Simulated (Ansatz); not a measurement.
# AlS (doublet): from Hartree-Fock to the top rungs at distance Al1–S2 = 5.351 Å, 6-31G

How much of the correlation energy of AlS (doublet) does each wave-function method recover here?

Computed with Ansatz 0.2.0, Gaussian basis. Level: 6-31G, core rule «outside noble gas», up to 10 orbitals frozen.

Plan: UHF; CCSD(T) on natural orbitals of UHF; CCSD(T) on UHF; BCCD(T) on natural orbitals of UHF; CISD; CCSDT(Q) on natural orbitals of UHF; CCSDT(Q) on UHF; CISDTQ; CCSDTQ on natural orbitals of UHF; CASSCF and MRCISD+Q, 3 electrons in 3 orbitals; CASSCF and NEVPT2, 3 electrons in 3 orbitals; CASSCF and MRCISD+Q, 9 electrons in 8 orbitals; CASSCF and NEVPT2, 9 electrons in 8 orbitals; Full CI.

28 further runs of the same task are left out: 2 for a known fault of the program, 25 that didn't finish, 1 set aside as unsound or not needed.

## Step 1: The geometry

The geometry derives from a PBE0/def2-TZVP stationary point (not a proven minimum). One bond is set to the value named and the two fragments are kept rigid.

2 atoms, charge 0, spin multiplicity 2.

Atoms are counted from 1 here; the program's logs count them from 0.

No contacts short enough for the rule that draws bonds.

## Step 2: UHF

File in.yaml:

```yaml
crystal:
  periodic: [false, false, false]
  atoms:
    - {symbol: Al, position_ang: [0.000000, 0.000000, 0.000000]}
    - {symbol: S, position_ang: [0.000000, 0.000000, 5.351000]}
basis:
  gaussian: {orbitals: 6-31G}
magnetization: {spin_polarized: true, initial_magnetization: 1}
hamiltonian: {xc: hf}
output: {orbitals: {seedname: orbitals}}
```

The run is started by

```bash
> ansatz run in.yaml --threads 1 --pin off --events-out ev --progress --plain --max-ram 2393MiB
```

The runs that follow: CCSD(T) on natural orbitals of UHF; CCSD(T) on UHF; BCCD(T) on natural orbitals of UHF; CISD; CCSDT(Q) on natural orbitals of UHF; CCSDT(Q) on UHF; CISDTQ; CCSDTQ on natural orbitals of UHF; CASSCF and MRCISD+Q, 3 electrons in 3 orbitals; CASSCF and NEVPT2, 3 electrons in 3 orbitals; CASSCF and MRCISD+Q, 9 electrons in 8 orbitals; CASSCF and NEVPT2, 9 electrons in 8 orbitals; Full CI.

Q: Predict the results of all the runs planned. Wanted: FCI below the RHF energy; RMP2 from FCI; UMP2 from FCI; RCCSD from FCI; RCCSD(T) from FCI; UCCSD(T) from FCI; RCCSDT(Q) from FCI; UCCSDT(Q) from FCI; NEVPT2 pair from FCI.

The runs gave:

```
                         quantity                                                                                      value
         FCI below the RHF energy                                                                                 -3.3452 eV
                    RMP2 from FCI                                                                               -87.8 kJ/mol
                    UMP2 from FCI                                                                               +50.3 kJ/mol
                   RCCSD from FCI                                                                                +5.2 kJ/mol
                RCCSD(T) from FCI                                                                                +2.0 kJ/mol
                UCCSD(T) from FCI                                                                                +2.3 kJ/mol
               RCCSDT(Q) from FCI                                                                                 0.0 kJ/mol
               UCCSDT(Q) from FCI                                                                                +0.2 kJ/mol
             NEVPT2 pair from FCI                                                                               +50.2 kJ/mol
levels within 1 kcal/mol (43 meV)  UCCSD, RCCSD(T), UCCSD(T), BCCD(T), RCCSDT, UCCSDT, CISDTQ, RCCSDT(Q), UCCSDT(Q), RCCSDTQ
                    T1 diagnostic                                                                                      0.248
   effectively unpaired electrons                                                                                       2.94
```

RCCSD(T) lands +2.0 kJ/mol from the yardstick (0.6 % of the correlation energy). RMP2 falls below full CI, which methods that aren't variational can do. The occupations show strong static correlation (2.9 unpaired electrons where one determinant has 1). Coupled cluster on one determinant still stays close here. Coupled cluster took another determinant than the lowest Hartree-Fock one. These misses are within one basis, not against nature; the frozen cores of restricted and unrestricted runs differ, which can shift their rows.
